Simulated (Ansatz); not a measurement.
A point defect in Al

Level of theory: DFT r2SCAN, scalar-relativistic, plane waves, PAW (Ansatz). Settings: 500 eV cutoff, 4×4×4 k-mesh, Gaussian smearing of 0.10 eV, no spin polarisation.

Host crystal, relaxed:

```
CELL_PARAMETERS angstrom
0.00000 1.99634 1.99634
1.99634 0.00000 1.99634
1.99634 1.99634 0.00000
ATOMIC_POSITIONS crystal
Al 0.00000 0.00000 0.00000
```

Supercell of 27 atoms, rows in host cell vectors: 0 3 0; 0 0 3; 3 0 0. Atoms relax at the host's cell from a start displaced at random by 0.06 Å near the defect, so other minima may exist. The cell is small, so energies carry finite-size errors of tenths of an eV. The host is a metal. Atoms are taken from and returned to the elements' standard states.

The defect is an interstitial at (0.500, 0.500, 0.500) of the host cell.

| charge | E_f at the valence band top (eV) | moment (μB) | largest move (Å) | atoms near the site |
| --- | --- | --- | --- | --- |
| 0 | 4.26 | 0.00 | 1.14 | 1 Al at 2.29 Å, 4 Al at 2.40 Å, 1 Al at 2.75 Å, 4 Al at 2.98 Å |

Task: Which element is it? Judge by the nearest distance in charge 0 and covalent radii.
A. Tl
B. W
C. Al
D. H
E. Ca

Result: C. The nearest neighbour is Al at 2.29 Å, and the summed covalent radii with Al are 2.42 Å for Al, 2.97 Å for Ca, 1.52 Å for H, 2.66 Å for Tl, 2.83 Å for W, so Al fits best. Bonds can miss such sums by a tenth of an ångström or more.

Cost: 2 runs of about 38 core-minutes in all, on Intel Xeon Platinum 8259CL (Skylake/Cascade Lake) (shared hosts).